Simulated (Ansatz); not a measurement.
**BOF (SMILES O=BF): functionals against CCSD(T) at one geometry**

An exercise on one series of results from a longer session: the logs are not shown, and one member is left open.

Program: Ansatz 0.2.0, Gaussian basis. Level of theory: single points in def2-TZVPP. These are calculated values, not measurements.

Correlated methods freeze the cores.

## The system as given

SMILES `O=BF`, 3 atoms, charge 0, spin multiplicity 1.

Atoms are counted from 1 here; the program's logs count them from 0.

Bond lengths: O1–B2 1.238 Å, B2–F3 1.217 Å. Angles: O1–B2–F3 177.7°.

Geometry (Å):

```xyz
3
charge 0, multiplicity 1
O     0.9760   -0.5605    0.4998
B    -0.0200   -0.0060    0.0181
F    -0.9717    0.5762   -0.4686
```

The first run:

run/in.yaml reads:

```yaml
crystal:
  periodic: [false, false, false]
  atoms:
    - {symbol: O, position_ang: [0.976000, -0.560500, 0.499800]}
    - {symbol: B, position_ang: [-0.020000, -0.006000, 0.018100]}
    - {symbol: F, position_ang: [-0.971700, 0.576200, -0.468600]}
basis:
  gaussian: {orbitals: def2-TZVPP}
correlation: {method: ccsd_t}
output: {forces: true}
```

Launch:

```console
> ansatz run in.yaml --threads 4 --pin off --events-out ev --progress --plain --max-ram 5222MiB
```

Steps of the session up to this table: CCSD(T)/def2-TZVPP; PBE0-D4/def2-TZVPP; wB97M-V/def2-TZVPP; r2SCAN-D4/def2-TZVPP; PBE-D4/def2-TZVPP; revPBE-D4/def2-TZVPP; r2SCAN0-D4/def2-TZVPP.

One of the session's tables, all rows but one given; the rest of the session is left out.

```
    method  RMS force component (eV/Å)  angle to CCSD(T) forces (°)  dipole (D)
   CCSD(T)                       2.634                    reference        2.48
   PBE0-D4                       2.679                          6.9        2.58
   wB97M-V                       2.771                          5.1        2.63
 r2SCAN-D4                       2.600                          3.6        2.57
    PBE-D4                       2.636                          3.4        2.47
 revPBE-D4                           ?                            ?           ?
r2SCAN0-D4                       2.679                         10.9        2.65
```

Estimate the missing values for revPBE-D4.

**Answer.** RMS force component (eV/Å): 2.684; angle to CCSD(T) forces (°): 5.9; dipole (D): 2.47. In the column «RMS force component (eV/Å)» it lies between r2SCAN0-D4 (2.679) and wB97M-V (2.771).

Caveats from the session: CCSD(T) in triple zeta still lacks some correlation energy of the bonds, so part of these gaps is its own basis error and they don't rank the functionals.
